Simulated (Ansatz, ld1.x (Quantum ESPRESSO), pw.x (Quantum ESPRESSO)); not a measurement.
## Ba: one change to the TM potential, in the atom and in the bcc crystal

- Element: Ba (Z = 56)
- Generator: ld1.x (Quantum ESPRESSO) 7.5
- Type: norm-conserving Troullier–Martins (Kleinman–Bylander form)
- Functional: PBE
- Relativity: scalar-relativistic
- Frozen core: [Xe]
- Valence charge: 2
- Reference configuration: 5d0 6s2 6p0
- Partial waves: 6p (bound, empty): rc 3.95 bohr; 5d (bound, empty): rc 3.40 bohr; 6s (bound): rc 3.25 bohr
- Local potential: the s channel
- Core correction: Bessel-smoothed model core, default radius (core density twice the valence density)

Change: wave 6s (bound): rc 3.25 bohr becomes 6s (bound): rc 4.48 bohr.

Cutoffs, loose and tight: the cutoffs (Ry, on a coarse ladder) from which the occupation-weighted sum of valence levels, in a spherical-Bessel basis at the reference potential, stays within 10 and 1 mRy of its value at 400 Ry. They do not see the model core or the augmentation charge, which bear on the density cutoff. Test errors are all-electron minus pseudo excitation energies from the reference, over the configurations 5d0 6s1 6p0; 5d0 6s1.5 6p0; 5d0 6s1 6p1; 5d0.5 6s1.5 6p0; 5d1 6s0 6p0; 5d0 6s0 6p1; 5d0 6s0 6p2; variants that change the core or the reference have their own tests.

Crystal test: bcc Ba in pw.x 7.5, no spin, 9³ k-points, Fermi–Dirac smearing 0.01 Ry, cutoffs set for each file from its atomic test. The reference is all-electron LAPW (Ansatz 0.2.0) with the same functional, mesh and smearing; V0 and B0 come from Birch–Murnaghan fits to the pressures at five volumes. Errors are pseudo minus all-electron; Δ is the rms difference of the E(V) curves that follow from these fits, minima aligned, over ±6 % about the mean V0. Mesh and smearing are coarse, so the numbers serve the comparison and aren't converged zero-temperature values; the lattice is a test structure that the element need not adopt.

All-electron: a0 = 5.031 Å (V0 = 63.67 Å³/atom), B0 = 8.4 GPa.

**Question.** Does the change bring the crystal closer to the all-electron result?

**Answer.** The mean pressure error goes from +0.34 to +0.42 GPa, so the change moves the solid further from the all-electron pressures.

```csv
quantity,base,changed
outcome (atom),generated,generated
"cutoff, loose (atom)",6 Ry,6 Ry
"cutoff, tight (atom)",12 Ry,6 Ry
bound ghosts (atom),none,none
largest test error (meV) (atom),-48,-62
cutoffs in pw.x (Ry),50/200,50/200
a0 (Å),5.089,5.102
a0 error (%),+1.16,+1.41
B0 error (%),+9.1,+9.2
Δ (meV/atom),4.4,5.4
mean pressure error (GPa),+0.34,+0.42
```

Base: This is a poor potential for the solid. The logarithmic derivative shows an extra or strongly shifted pseudo pole above the reference energy (s near 1.56 Ry). Changed file: The largest radius (4.48 bohr) exceeds half the bond length (4.12 bohr), so the spheres overlap, which is one possible source of error among others. This is a poor potential for the solid. The atomic cutoffs weigh occupied waves only.
